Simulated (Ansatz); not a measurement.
Geometry optimisation, RKS PBE0-D4/def2-SVP in Ansatz.

The input (input.yaml):

```yaml
crystal:
  periodic: [false, false, false]
  atoms:
    - { symbol: B, position_ang: [0.0, 0.0, 0.0] }
    - { symbol: "N", position_ang: [0.0, 0.0, 1.55] }
    - { symbol: H, position_ang: [-0.877, -0.2713, 2.08] }
    - { symbol: H, position_ang: [0.877, 0.2713, 2.08] }
    - { symbol: C, position_ang: [1.3856, 0.0, -0.8] }
    - { symbol: H, position_ang: [1.7152, -1.0462, -0.9702] }
    - { symbol: H, position_ang: [1.2491, 0.508, -1.7774] }
    - { symbol: H, position_ang: [2.1552, 0.5381, -0.2082] }
    - { symbol: H, position_ang: [-1.0305, 0.0, -0.595] }
basis:
  gaussian: { orbitals: def2-SVP }
hamiltonian:
  xc: pbe0
  dispersion: d4
relax:
  f_tol: 0.02
  max_steps: 40
```

Launched with:

```bash
$ ansatz run input.yaml --threads 1 --pin off --max-ram 2048MiB --backend cpu --events-out ev --progress --plain --runs-dir out
```

**Question.** Where does it end, and by what steps?

**Answer.** It converged. After 10 steps the energy has fallen by 0.668 eV; H9 moved furthest, 0.42 Å.

```json
{"step": "0", "energy less start (eV)": "0.0000", "largest force component (eV/Å)": "3.886", "accepted": "yes"}
{"step": "1", "energy less start (eV)": "-0.5475", "largest force component (eV/Å)": "1.830", "accepted": "yes"}
{"step": "2", "energy less start (eV)": "-0.6153", "largest force component (eV/Å)": "1.782", "accepted": "yes"}
{"step": "3", "energy less start (eV)": "-0.6623", "largest force component (eV/Å)": "0.182", "accepted": "yes"}
{"step": "4", "energy less start (eV)": "-0.6621", "largest force component (eV/Å)": "0.334", "accepted": "no"}
{"step": "5", "energy less start (eV)": "-0.6654", "largest force component (eV/Å)": "0.093", "accepted": "yes"}
{"step": "6", "energy less start (eV)": "-0.6669", "largest force component (eV/Å)": "0.053", "accepted": "yes"}
{"step": "7", "energy less start (eV)": "-0.6669", "largest force component (eV/Å)": "0.098", "accepted": "yes"}
{"step": "8", "energy less start (eV)": "-0.6670", "largest force component (eV/Å)": "0.112", "accepted": "yes"}
{"step": "9", "energy less start (eV)": "-0.6674", "largest force component (eV/Å)": "0.025", "accepted": "yes"}
{"step": "10", "energy less start (eV)": "-0.6676", "largest force component (eV/Å)": "0.005", "accepted": "yes"}
```

```xyz
9
Properties=species:S:1:pos:R:3
B 0.043 -0.121 0.076
N -0.011 0.085 1.453
H -0.863 0.005 1.991
H 0.800 0.327 2.009
C 1.380 0.008 -0.744
H 1.593 -0.936 -1.274
H 1.268 0.770 -1.534
H 2.264 0.269 -0.140
H -1.000 -0.407 -0.479
```

Whether the end is a true minimum wasn't checked by a vibrational analysis.

The run took 34 s on 1 thread of Intel(R) Xeon(R) Platinum 8259CL CPU @ 2.50GHz (Skylake/Cascade Lake), with other jobs on the host, peak memory 0.16 GiB.
